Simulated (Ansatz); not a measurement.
## Ansatz (development build ahead of 0.2.0) run

```yaml
crystal:
  periodic: [false, false, false]
  atoms:
    - { symbol: C, position_ang: [-0.00274, 0.02135, -0.68239] }
    - { symbol: C, position_ang: [-0.00872, -0.03779, 0.78815] }
    - { symbol: H, position_ang: [0.92486, 0.01689, 1.3517] }
    - { symbol: H, position_ang: [-0.93625, 0.02401, 1.35287] }
    - { symbol: H, position_ang: [-0.00082, 1.06298, -1.07552] }
    - { symbol: H, position_ang: [0.8938, -0.47101, -1.13152] }
    - { symbol: H, position_ang: [-0.88276, -0.4621, -1.11998] }
basis:
  gaussian: { orbitals: def2-TZVP }
magnetization:
  spin_polarized: true
  initial_magnetization: 1
hamiltonian:
  xc: hf
correlation:
  method: mp2
  frozen_orbitals: { C: 1, H: 0 }
```

The input is written out in the form of the current development build from the run's settings.

Results

* Converged: yes
* Reference energy: -78.62695 hartree
* Correlation energy: -0.31693 hartree
* Total energy: -78.94389 hartree
* Spin squared of the determinant: 0.764
